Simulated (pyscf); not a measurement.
`[NH2][SiH2][NH][SiH2][NH2]` + `[SiH4]` → `[NH2][SiH2][NH][SiH2][NH][SiH3]` + `[H][H]`, a four-centre exchange (singlet surface; H–N, H–Si broken, N–Si, H–H formed). Optimised with ωB97X-D3(BJ)/def2-SVP in PySCF. Energies in kcal/mol from the separated reactants.

Small-basis levels: PySCF, no dispersion term, spherical d functions. 

Problem. Quick MP2/6-31G* single points give ΔE‡ = 49.5 kcal/mol and ΔE = -10.0 kcal/mol. What does ωB97M-D3(BJ)/def2-TZVP give, and how far is the quick result from it?

Solution. ωB97M-D3(BJ)/def2-TZVP gives ΔE‡ = 40.0 kcal/mol and ΔE = -7.9 kcal/mol. MP2/6-31G* lies 9.4 kcal/mol over it in the barrier and 2.1 kcal/mol under it in the reaction energy, so on this step it does not hold to within 3.0 kcal/mol. ωB97M-D3(BJ)/def2-TZVP has limits of its own. On the reactant side the descent ends in a complex, 4.2 kcal/mol under the separated species and 42.8 kcal/mol under the saddle at ωB97X-D3(BJ)/def2-TZVP. At the saddle there is also a short H–Si contact that neither side keeps. This is the saddle that the search found; another between the same sides may lie lower.
